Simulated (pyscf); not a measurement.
Structures and frequencies: ωB97X-D3(BJ)/def2-SVP in PySCF.

Q: Estimate by transition-state theory the rate constant of `[OH][Pb][OH]` [singlet] + `[H]` [doublet] → `[O]=[Pb][OH]` [doublet] + `[H][H]` (doublet surface; H–O broken, H–H formed) at 600 K, with ωB97M-D3(BJ)/def2-TZVP energies (ideal gas, 1 atm, RRHO with modes under 100 cm⁻¹ raised to 100, one conformer, R ln 2 for chiral ones without a mode under 150 cm⁻¹; no tunnelling).

A: The electronic barrier is 15.5 kcal/mol and the thermal terms add +10.6, so ΔG‡ = 26.1 kcal/mol. With k_BT/h = 1.25e+13 s⁻¹ and RT = 1.192 kcal/mol, and a volume of 8.18e-20 cm³ per molecule at 1 atm, k = 3.3e-16 cm³ molecule⁻¹ s⁻¹. Wigner's tunnelling factor for 960i cm⁻¹ would be 1.22. A shift of 1 kcal/mol in the barrier changes k by a factor 2.3. This is the saddle that the search found; another between the same sides may lie lower. The angle at the transferred H is 162°. Elements past Kr carry the def2 core potentials, without spin-orbit coupling.
